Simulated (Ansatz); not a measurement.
**C3H2O: vertical ionisation energy**

The task here is to estimate one member of a computed series from the others.

The runs use Ansatz 0.2.0, Gaussian basis; unrestricted cation, the program's frozen cores in correlated methods.

Plan: UKS PBE-D4/def2-TZVPP; UKS r2SCAN-D4/def2-TZVPP; UKS PBE0-D4/def2-TZVPP; UKS B3LYP-D4/def2-TZVPP; UKS wB97X-V/def2-TZVPP; UKS wB97M-V/def2-TZVPP; UKS B2PLYP/def2-TZVPP; UHF-CCSD(T)/def2-TZVPP; UHF-CCSD(T)/def2-QZVPP; extrapolation to the limit; then −ε(HOMO) from the neutral's earlier runs with LDA (SPW92), PBE-D4, revPBE-D4, BLYP-D4, r2SCAN-D4, B97M-V, PBE0-D4, B3LYP-D4, r2SCANh-D4, r2SCAN0-D4, HSE06-D4, BHLYP-D4, CAM-B3LYP-D4, LC-ωPBE, ωB97X-V, ωB97M-V.

## Structure used throughout

The geometry comes from an earlier relaxation with PBE0-D4 in a triple-zeta def2 set; it is a stationary point.

6 atoms, charge 0, spin multiplicity 1.

Atoms are counted from 1 here; the program's logs count them from 0.

Bond lengths: C1–C2 1.202 Å, C1–H5 1.066 Å, C2–C3 1.444 Å, C3–O4 1.202 Å, C3–H6 1.106 Å. Angles: C2–C1–H5 178.9°, C1–C2–C3 177.4°, C2–C3–O4 123.9°, C2–C3–H6 114.4°, O4–C3–H6 121.7°.

Set-up of the first run:

File in.yaml:

```yaml
crystal:
  periodic: [false, false, false]
  atoms:
    - {symbol: C, position_ang: [-0.362079, 1.068342, -1.031799]}
    - {symbol: C, position_ang: [-0.096163, 0.205637, -0.238589]}
    - {symbol: C, position_ang: [0.272756, -0.794911, 0.734417]}
    - {symbol: O, position_ang: [-0.319130, -1.829926, 0.889380]}
    - {symbol: H, position_ang: [-0.613264, 1.822432, -1.741530]}
    - {symbol: H, position_ang: [1.159980, -0.535674, 1.342021]}
basis:
  gaussian: {orbitals: def2-TZVPP}
total_charge: 1
magnetization: {spin_polarized: true, initial_magnetization: 1}
hamiltonian: {xc: pbe, dispersion: d4}
```

Command:

```
$ ansatz run in.yaml --threads 2 --pin off --events-out ev --progress --plain --max-ram 32768MiB --backend cpu
```

Steps of the session up to this table: Cation, UKS PBE-D4/def2-TZVPP; Cation, UKS r2SCAN-D4/def2-TZVPP; Cation, UKS PBE0-D4/def2-TZVPP; Cation, UKS B3LYP-D4/def2-TZVPP; Cation, UKS wB97X-V/def2-TZVPP; Cation, UKS wB97M-V/def2-TZVPP; Cation, UKS B2PLYP (frozen core)/def2-TZVPP; Cation, UHF-CCSD(T)/def2-TZVPP; Cation, UHF-CCSD(T)/def2-QZVPP.

One table of the session follows, with a row left open; its other results are not shown here.

It belongs to the step «Ionisation energies side by side». For comparison, −ε(HOMO) of the neutral from earlier runs:

```
  functional  −ε(HOMO) (eV)
 LDA (SPW92)           6.60
      PBE-D4           6.47
   revPBE-D4           6.42
     BLYP-D4           6.39
   r2SCAN-D4           6.83
      B97M-V           6.98
     PBE0-D4           8.21
    B3LYP-D4           7.95
  r2SCANh-D4           7.48
  r2SCAN0-D4           8.47
    HSE06-D4           7.80
    BHLYP-D4           9.92
CAM-B3LYP-D4              ?
     LC-ωPBE          11.06
     ωB97X-V          10.74
     ωB97M-V          10.69
```

**Question.** Estimate the row for CAM-B3LYP-D4.

The run gave: −ε(HOMO) (eV): 9.73. In the column «−ε(HOMO) (eV)» it lies between r2SCAN0-D4 (8.47) and BHLYP-D4 (9.92).
